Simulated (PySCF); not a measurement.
Ligands exchanged one at a time, B F-I. All species are isolated molecules in the gas phase. Strings in code marks are SMILES.

Method: B3LYP-D3(BJ)/def2-TZVP run with PySCF. B3LYP has the VWN-RPA correlation part, as in Gaussian. Excitations are Tamm–Dancoff values on a coarser integration grid. The basis has no diffuse functions, so Rydberg states are missing or too high.

```csv
species,dipole moment (D),T1 excitation (TDA) (eV)
0 of 3 F replaced by I (`B(F)(F)F`),0.00,10.23
1 of 3 F replaced by I,0.46,5.60
2 of 3 F replaced by I (`FB(I)I`),0.46,4.32
3 of 3 F replaced by I,0.00,3.33
```
